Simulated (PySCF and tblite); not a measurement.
Values are calculated unless marked as measured or tabulated.
Stationary points of C4H5Cl at PBE0-D3(BJ)/def2-SVP, in Å:

Structure A

```
 1 C     1.563   -0.525    0.589
 2 C     0.643   -0.421   -0.371
 3 C    -0.484    0.539   -0.336
 4 C    -1.746    0.234   -0.036
 5 Cl   -0.053    2.177   -0.763
 6 H     1.536    0.115    1.476
 7 H     2.377   -1.250    0.514
 8 H     0.701   -1.065   -1.258
 9 H    -2.535    0.988   -0.045
10 H    -2.003   -0.794    0.229
```

Structure B

```
 1 C     1.783   -0.368    0.303
 2 C     0.499   -0.553   -0.022
 3 C    -0.534    0.477   -0.075
 4 C    -1.809    0.237   -0.411
 5 Cl   -0.047    2.099    0.327
 6 H     2.162    0.623    0.566
 7 H     2.484   -1.205    0.314
 8 H     0.141   -1.555   -0.282
 9 H    -2.554    1.032   -0.439
10 H    -2.116   -0.780   -0.663
```

Structure C

```
 1 C     1.210   -1.005    0.403
 2 C     0.905    0.072   -0.329
 3 C    -0.460    0.560   -0.557
 4 C    -1.475    0.510    0.311
 5 Cl   -0.695    1.268   -2.134
 6 H     0.435   -1.627    0.859
 7 H     2.250   -1.302    0.558
 8 H     1.700    0.644   -0.819
 9 H    -2.469    0.874    0.048
10 H    -1.310    0.110    1.313
```

Level: PBE0/pcSseg-1 + D3(BJ) on PBE0-D3(BJ)/def2-SVP stationary points, with GFN2-xTB thermal terms.

Which structure is a saddle point, and along which motion?

A: one imaginary mode (105i cm⁻¹ at GFN2-xTB, mostly on C1, H6, H8), along the rotation about the C2–C3 bond (torsion C1–C2–C3–C4 from 180° to 395°, rising).

Give their symmetry and energies above the lowest.

A C1, 6.3 kcal/mol; B Cs, 0.0 kcal/mol; C C1, 2.8 kcal/mol.
